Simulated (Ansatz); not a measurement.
**CH₂N (doublet): wave-function methods side by side, cc-pVDZ**

An exercise on one series of results from a longer session: the logs are not shown, and one member is left open.

Program: Ansatz 0.2.0, Gaussian basis. Level of theory: cc-pVDZ, core rule «outside noble gas», up to 2 orbitals frozen. These are calculated values, not measurements.

Plan: UHF; CCSD(T) on ROHF; CCSD(T) on UHF; BCCD(T) on ROHF; CISD; CCSDT(Q) on ROHF; CCSDT(Q) on UHF; CASSCF and MRCISD+Q, 11 electrons in 10 orbitals; CASSCF and NEVPT2, 11 electrons in 10 orbitals.

15 further runs of the same task are left out: 6 that didn't finish, 9 set aside as unsound or not needed.

## What is computed

The geometry is a PBE0/def2-TZVP stationary point (not a proven minimum) of the parent state, kept for this charge and spin.

4 atoms, charge 0, spin multiplicity 2.

Atoms are counted from 1 here; the program's logs count them from 0.

Bond lengths: N1–C2 1.434 Å, N1–H3 1.028 Å, C2–H4 1.090 Å. Angles: C2–N1–H3 110.2°, N1–C2–H4 121.0°.

The first run:

File in.yaml:

```yaml
crystal:
  periodic: [false, false, false]
  atoms:
    - {symbol: N, position_ang: [-0.030066, -0.130755, 0.661245]}
    - {symbol: C, position_ang: [0.116167, 0.102607, -0.745850]}
    - {symbol: H, position_ang: [-0.282647, 0.742725, 1.141042]}
    - {symbol: H, position_ang: [-0.683794, -0.148384, -1.442336]}
basis:
  gaussian: {orbitals: cc-pVDZ}
magnetization: {spin_polarized: true, initial_magnetization: 1}
hamiltonian: {xc: hf}
output: {orbitals: {seedname: orbitals}}
```

Run with:

```console
$ ansatz run in.yaml --threads 1 --pin off --events-out ev --progress --plain --max-ram 2393MiB
```

Among the steps run: UHF; CCSD(T) on ROHF; CCSD(T) on UHF; BCCD(T) on ROHF; CISD; CCSDT(Q) on ROHF; CCSDT(Q) on UHF; CASSCF and MRCISD+Q, 11 electrons in 10 orbitals; CASSCF and NEVPT2, 11 electrons in 10 orbitals.

One table of the session follows, with a row left open; its other results are not shown here.

| method | from RCCSDT(Q) (kcal/mol) |
| --- | --- |
| ROHF | +202.98 |
| RMP2 | +36.77 |
| UMP2 | +41.07 |
| CISD | +30.59 |
| RCCSD | +11.07 |
| UCCSD | +11.55 |
| RCCSD(T) | +2.76 |
| UCCSD(T) | +3.76 |
| BCCD(T) | +2.56 |
| RCCSDT | +1.35 |
| UCCSDT | +1.44 |
| RCCSDT(Q) | 0 |
| UCCSDT(Q) | +0.16 |
| CASSCF valence | +117.76 |
| NEVPT2 valence | +22.83 |
| MRCISD valence | ? |
| MRCISD+Q valence | +1.35 |

Q: Estimate the row for MRCISD valence from the others.

The run gave: from RCCSDT(Q) (kcal/mol): +7.86. In the column «from RCCSDT(Q) (kcal/mol)» it lies between UCCSD(T) (+3.76) and RCCSD (+11.07).

Left out of the table: UHF (another determinant or state than the rows shown).

To keep in mind: The determinant is far from a pure spin state, so its energy mixes those of several spin states (harmless only where they are near-degenerate, as at dissociation). Warnings: spin contamination; coupled cluster took another determinant than the lowest; large T1 diagnostic. Restricted and unrestricted rows rest on different reference determinants; where their highest levels disagree by more than a few hundredths of an eV, they describe different states and don't form one ladder.
